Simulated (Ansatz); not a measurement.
Process, species as SMILES: [SiH4] (SiH4) → 4 H atom + Si atom
B3LYP-D3(BJ)/def2-TZVP geometries, fixed; electronic energies without zero-point terms.
Largest species:
```xyz
5

Si     0.0000     0.0000     0.0000
H      0.8756     0.8547     0.8331
H     -0.8222    -0.8655     0.8753
H     -0.8862     0.8545    -0.8220
H      0.8328    -0.8437    -0.8864
```

How fast the atomisation energy converges with the basis for several methods (Ansatz, a program for electronic structure): deviation from each method's own reference, in kcal/mol. References: CCSD(T) 325.34 kcal/mol, Hartree-Fock in aug-cc-pV(Q+d)Z plus the correlation part extrapolated as X^-3 from aug-cc-pV(T+d)Z and aug-cc-pV(Q+d)Z; HF 257.04 kcal/mol, the value in pcseg-4; MP2 318.02 kcal/mol, Hartree-Fock in aug-cc-pV(Q+d)Z plus the correlation part extrapolated as X^-3 from aug-cc-pV(T+d)Z and aug-cc-pV(Q+d)Z; PBE 313.59 kcal/mol, the value in pcseg-4; PBE0 315.70 kcal/mol, the value in pcseg-4; r2SCAN 322.40 kcal/mol, the value in pcseg-4. Cartesian d functions, on some or all atoms, in 6-31+G*, 6-311+G**; all else is spherical. In correlated methods cores are frozen. Open shells are unrestricted. No added dispersion term, no relativity. 

```json
[
 {"basis": "STO-3G", "functions": "13", "CCSD(T)": "72.85", "HF": "105.39", "MP2": "68.89", "PBE": "133.35", "PBE0": "124.78", "r2SCAN": "124.65"},
 {"basis": "3-21G", "functions": "21", "CCSD(T)": "-61.39", "HF": "-32.58", "MP2": "-63.59", "PBE": "-10.78", "PBE0": "-16.26", "r2SCAN": "-15.90"},
 {"basis": "6-31G", "functions": "21", "CCSD(T)": "-65.35", "HF": "-35.92", "MP2": "-67.53", "PBE": "-16.65", "PBE0": "-21.08", "r2SCAN": "-20.28"},
 {"basis": "6-31+G*", "functions": "31", "CCSD(T)": "-40.97", "HF": "-5.33", "MP2": "-39.88", "PBE": "-0.69", "PBE0": "-1.76", "r2SCAN": "-3.00"},
 {"basis": "pcseg-1", "functions": "38", "CCSD(T)": "-19.48", "HF": "-1.14", "MP2": "-19.86", "PBE": "-3.11", "PBE0": "-2.36", "r2SCAN": "-2.03"},
 {"basis": "6-311+G**", "functions": "55", "CCSD(T)": "-14.95", "HF": "-3.87", "MP2": "-16.66", "PBE": "-2.57", "PBE0": "-2.96", "r2SCAN": "-3.06"},
 {"basis": "def2-TZVP", "functions": "61", "CCSD(T)": "-13.04", "HF": "-1.10", "MP2": "-14.41", "PBE": "-0.10", "PBE0": "-0.44", "r2SCAN": "-0.97"},
 {"basis": "aug-cc-pV(D+d)Z", "functions": "68", "CCSD(T)": "-18.12", "HF": "-4.84", "MP2": "-19.17", "PBE": "-3.82", "PBE0": "-3.86", "r2SCAN": "-4.75"},
 {"basis": "pcseg-2", "functions": "90", "CCSD(T)": "-2.37", "HF": "-0.22", "MP2": "-4.45", "PBE": "-0.44", "PBE0": "-0.44", "r2SCAN": "-0.22"},
 {"basis": "aug-pcseg-2", "functions": "142", "CCSD(T)": "-3.18", "HF": "-0.26", "MP2": "-4.80", "PBE": "-0.42", "PBE0": "-0.36", "r2SCAN": "-0.20"},
 {"basis": "aug-cc-pV(T+d)Z", "functions": "147", "CCSD(T)": "-5.71", "HF": "-1.12", "MP2": "-6.33", "PBE": "-0.25", "PBE0": "-0.49", "r2SCAN": "-0.65"},
 {"basis": "cc-pV(5+d)Z", "functions": "320", "CCSD(T)": "-1.45", "HF": "-0.07", "MP2": "-1.51", "PBE": "0.17", "PBE0": "0.11", "r2SCAN": "0.04"}
]
```

Mean absolute deviation over 6-311+G**, def2-TZVP, pcseg-2, aug-pcseg-2, aug-cc-pV(T+d)Z: PBE 0.76, PBE0 0.94, r2SCAN 1.02, HF 1.31, CCSD(T) 7.85, MP2 9.33 kcal/mol.
